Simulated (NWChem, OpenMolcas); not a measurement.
Exact exchange and the vertical ionisation energy of C2H2F4 (norflurane)

C2H2F4: 8 atoms, total charge 0, spin state singlet. SMILES: `FCC(F)(F)F`. The coordinates come from a PBE0-D4/def2-TZVP relaxation.

The vertical ionisation energy (to the doublet cation) y, in eV, basis cc-pVDZ; a is the functional's share of exact exchange. Programs: NWChem 7.3.0, OpenMolcas 26.06.

```
functional     program     a  y (eV)
      BLYP  OpenMolcas     0   11.89
    revPBE  OpenMolcas     0   11.92
     B3LYP      NWChem   0.2   12.74
      PBE0      NWChem  0.25       ?
     BHLYP      NWChem   0.5   13.46
```

Task: Fit y = c + s·a to the known rows and predict PBE0.

Result: 
1. Means of the 4 rows: a = 0.1750, y = 12.503.
2. Σ(Δa)² = 0.1675, Σ(Δa·Δy) = 0.52625, so the slope is 0.52625/0.1675 = 3.1418.
3. Intercept: 12.503 − (3.1418) × 0.1750 = 11.953. The largest residual of the fit is 0.16.
4. PBE0: 11.953 + (3.1418) × 0.25 = 12.74 eV.

The run gave 12.81 eV, so the prediction is off by -0.07 eV, within the scatter of the fit.
